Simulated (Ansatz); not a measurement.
Q: Name a neutral molecule of C, N, Si and H with HOMO energy (ωB97M-V/def2-TZVPP) between -9.50 and -9.20 eV and ideal-gas entropy at 298 K and 1 bar (rigid rotor, harmonic PBE0-D4/def2-TZVP) between 283 and 299 J/(mol·K) (Ansatz, PBE0-D4/def2-TZVP geometry).

A: `NC[SiH3]` (-9.36 eV, 295 J/(mol·K)). Other molecules can fit too; these were computed, each in one conformer that needn't be the lowest.
